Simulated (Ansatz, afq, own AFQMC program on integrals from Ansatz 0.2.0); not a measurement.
**AFQMC, coupled cluster and functionals along a coordinate of Ge$_{2}$H$_{4}$, singlet**

```xyz
6

Ge   -0.0485    0.0000    1.1324
Ge    0.0485    0.0000   -1.1324
H     0.4756   -1.2575    1.8492
H     0.4756    1.2575    1.8492
H    -0.4756   -1.2575   -1.8492
H    -0.4756    1.2575   -1.8492
```

The Ge1–Ge2 distance is changed with both sides rigid. Energies in eV count from this geometry (2.267 Å) at the same level; the start stands on RHF, each point on the determinant named.

Basis 6-31G. Noble-gas cores (and the filled d shells of Ga–Kr and In–Xe) are frozen. AFQMC by an in-house program on the Cholesky factors that Ansatz 0.2.0 writes for its CCSD(T) run. The CISD trial takes its coefficients from CCSD amplitudes. Released means that phaseless walkers are propagated on without the constraint, phases kept. Uncertainties: one standard error, sampling alone. No spin–orbit coupling.

Cautions, each for one point or more: higher spins were not checked; inner d shell frozen; no relativity below Rb; no spin-orbit coupling; restricted determinant unstable towards unrestricted; strong correlation; the ph-AFQMC/CISD walk drifts between its halves.

| r(Ge1–Ge2) / Å | det. | T1 | weight | CCSD(T) | ph-AFQMC/CISD | released AFQMC | MP2 | r2SCAN |
| --- | --- | --- | --- | --- | --- | --- | --- | --- |
| 1.829 | RHF | 0.011 | 0.88 | 3.220 | 3.264 ± 0.014 | 3.242 ± 0.011* | 3.112 | 2.608 |
| 3.696 | RHF | 0.026 | 0.85 | 2.327 | 2.311 ± 0.019 | 2.288 ± 0.018* | 2.348 | 2.635§ |
| 7.810 | RHF | 0.011 | 0.88 | 2.621 | 2.651 ± 0.015 | 2.630 ± 0.010* | 2.574 | 3.165§ |

Weight is that of the determinant in the CISD state; at the start T1 is 0.018 and the weight 0.85. An asterisk marks released energies that aren't shown to be converged. § marks a functional whose ⟨S²⟩ is too high by over 0.1. Largest departures from phaseless AFQMC with a CISD trial: CCSD(T) -0.044 eV at 1.829 (on RHF), MP2 -0.152 eV at 1.829 (on RHF). The walk's constraint bias lies outside its error bars, so these are departures and not errors. The functionals aren't scored here. In this small basis the wave-function levels are far from their limit, so their gap to the functionals isn't the functionals' error.

Some points may be missing: those where a free walk finds a much lower state, and past Zn most of those on another determinant than at the start.

A walk keeps the symmetry of its determinant, which the program's search chose and which needn't be the lowest solution, so a lower state of the same spin and another symmetry isn't excluded.
